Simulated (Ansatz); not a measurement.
Input file:

```yaml
crystal:
  periodic: [false, false, false]
  atoms:
    - {symbol: Ta, position_ang: [0.000000, 0.000000, 2.585200]}
    - {symbol: O, position_ang: [0.000000, 0.000000, -0.815800]}
    - {symbol: H, position_ang: [0.000000, 0.000000, -1.769400]}
basis:
  gaussian: {orbitals: def2-TZVP}
magnetization: {spin_polarized: false}
hamiltonian: {pseudopotentials: {relativity: scalar}}
correlation: {method: ccsd, electrons: valence}
```

```sh
$ ansatz run in.yaml --threads 1 --pin off --events-out ev --progress --plain --max-ram 2393MiB
```

Output:

```
627 factors; integrals over basis functions are off by at most 1.8e-3 eV
mean field evaluation 1: about -3574.2349 eV, gradient 5.3e1 eV
mean field evaluation 2: about -3574.2361 eV, gradient 5.3e1 eV
mean field evaluation 4: about -3578.3001 eV, gradient 2.9e1 eV
mean field evaluation 8: about -3580.9875 eV, gradient 9.6e-1 eV
mean field evaluation 16: about -3580.9866 eV, gradient 2.0e-3 eV
mean field evaluation 32: about -3580.9875 eV, gradient 1.8e-1 eV
mean field evaluation 64: about -3580.9845 eV, gradient 1.8e-1 eV
mean field evaluation 96: about -3580.9895 eV, gradient 1.6e-1 eV
mean field evaluation 128: about -3580.9856 eV, gradient 1.2e-1 eV
mean field evaluation 160: about -3580.9915 eV, gradient 2.1e-1 eV
...
mean field evaluation 2368: about -3584.5140 eV, gradient 1.1e-2 eV
mean field evaluation 2400: about -3584.5183 eV, gradient 9.7e-1 eV
mean field evaluation 2432: about -3584.2660 eV, gradient 2.6e0 eV
mean field evaluation 2464: about -3584.4034 eV, gradient 1.3e0 eV
mean field evaluation 2496: about -3584.5138 eV, gradient 1.8e-2 eV
mean field evaluation 2528: about -3579.8337 eV, gradient 1.3e1 eV
mean field evaluation 2560: about -3580.2113 eV, gradient 7.7e0 eV
mean field evaluation 2592: about -3580.9705 eV, gradient 1.5e-4 eV
mean field evaluation 2624: about -3580.9901 eV, gradient 6.7e-3 eV
determinant -3580.99217462 eV, -131.5990351335 hartree, with singles and doubles -3595.24628613 eV, -132.1228640699 hartree
determinant -3580.99005179 eV, -131.5989571210 hartree, with singles and doubles -3595.23812537 eV, -132.1225641673 hartree
determinant -3580.99005179 eV, -131.5989571210 hartree, with singles and doubles -3595.23828431 eV, -132.1225700082 hartree
determinant -3580.98661210 eV, -131.5988307147 hartree, with singles and doubles -3595.25674335 eV, -132.1232483657 hartree
determinant -3580.98569422 eV, -131.5987969832 hartree, with singles and doubles -3595.25305783 eV, -132.1231129253 hartree
determinant -3580.97046849 eV, -131.5982374479 hartree, with singles and doubles -3595.18518987 eV, -132.1206188236 hartree
determinant -3580.90689495 eV, -131.5959011636 hartree, with singles and doubles -3595.20663090 eV, -132.1214067671 hartree
determinant -3580.37244464 eV, -131.5762604769 hartree, with singles and doubles -3594.69866197 eV, -132.1027392530 hartree
determinant -3579.61780403 eV, -131.5485279462 hartree, with singles and doubles -3592.84088064 eV, -132.0344670486 hartree
determinant -3579.41267925 eV, -131.5409897493 hartree, with singles and doubles -3592.65732193 eV, -132.0277213904 hartree
determinant -3579.39422844 eV, -131.5403116947 hartree, with singles and doubles -3593.10919829 eV, -132.0443275402 hartree
determinant -3578.99114744 eV, -131.5254987412 hartree, with singles and doubles -3592.87600301 eV, -132.0357577716 hartree
determinant -3578.57960357 eV, -131.5103747827 hartree, with singles and doubles -3592.45700872 eV, -132.0203600157 hartree
determinant -3580.99217462 eV, -131.5990351335 hartree, with no singles and doubles
determinant -3580.99005179 eV, -131.5989571210 hartree, with singles and doubles -3595.36142298 eV, -132.1270952710 hartree
determinant -3580.99005179 eV, -131.5989571210 hartree, with singles and doubles -3595.36142315 eV, -132.1270952772 hartree
determinant -3580.98661210 eV, -131.5988307147 hartree, with singles and doubles -3595.33456097 eV, -132.1261081103 hartree
determinant -3580.98569422 eV, -131.5987969832 hartree, with singles and doubles -3595.38406061 eV, -132.1279271887 hartree
determinant -3580.97046849 eV, -131.5982374479 hartree, with singles and doubles -3595.32475918 eV, -132.1257479012 hartree
determinant -3580.90689495 eV, -131.5959011636 hartree, with singles and doubles -3595.39092517 eV, -132.1281794563 hartree
determinant -3580.99217462 eV, -131.5990351335 hartree, with singles and doubles -3595.23082396 eV, -132.1222958456 hartree
determinant -3580.37244464 eV, -131.5762604769 hartree, with singles and doubles -3594.68195696 eV, -132.1021253553 hartree
determinant -3579.61780403 eV, -131.5485279462 hartree, with singles and doubles -3592.84487496 eV, -132.0346138372 hartree
determinant -3579.41267925 eV, -131.5409897493 hartree, with singles and doubles -3592.65131020 eV, -132.0275004632 hartree
determinant -3579.39422844 eV, -131.5403116947 hartree, with singles and doubles -3593.08906622 eV, -132.0435877002 hartree
determinant -3578.99114744 eV, -131.5254987412 hartree, with singles and doubles -3592.83946851 eV, -132.0344151538 hartree
determinant -3578.57960357 eV, -131.5103747827 hartree, with singles and doubles -3592.40573884 eV, -132.0184758821 hartree
determinant -3580.99217462 eV, -131.5990351335 hartree, with no singles and doubles
unrestricted determinant -3584.52499764 eV, -131.7288639849 hartree, S^2 2.2746
1 core orbitals not correlated: weight in the atoms' cores, before any rotation towards them, 1.000 or more for the frozen orbitals, at most 0.000 for the correlated occupied ones
reference -3580.98569422 eV, -131.5987969832 hartree; 10, 10 occupied and 66, 66 virtual orbitals, 627 factors
second order -13.70233401 eV of doubles, -0.00000000 eV of singles
cycle   1  -14.39836624 eV  change    1.6e-7 eV  update   7.5e-6
WARN: the results are in doubt because among natural orbitals the method converges to other amplitudes
Total energy: -3595.38406045 eV, -132.1279271828 hartree
Relativity: scalar
In doubt: among natural orbitals the method converges to other amplitudes
```

Ran on 1 thread of Intel Xeon 6975P-C, shared host: 3.5 min wall, 0.29 GiB peak host memory.
